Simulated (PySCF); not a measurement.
Molecule: SMILES O=CO, CH2O2.

Geometry:
```tsv
atom	x (Å)	y (Å)	z (Å)
O1	-1.331	-0.102	0.005
C2	-0.168	-0.379	-0.005
O3	0.829	0.504	0.003
H4	0.244	-1.410	-0.021
H5	0.426	1.387	0.017
```

Geometry PBE0-D3(BJ)/def2-SVP throughout; GIAO in PySCF, gas phase, one conformer, non-relativistic; equivalent atoms averaged; functional PBE0.

For orientation, 6-311+G(2d,p) gives these shifts δ (against H2O, TMS at the same level): O1 418.1, O3 204.7, C2 161.6, H4 7.92, H5 5.54 ppm.

A run gave: O1 431.1, O3 210.8, C2 165.5, H4 7.93, H5 5.78 ppm (shifts δ (against H2O, TMS at the same level)).

**Question.** Which basis set was used in that run?
A. pcSseg-2
B. 6-31G*
C. cc-pVDZ
D. IGLO-III

**Answer.** D. H5 tells them apart best: IGLO-III gives 5.78, cc-pVDZ gives 5.08, pcSseg-2 gives 5.95, 6-31G* gives 5.27 ppm.
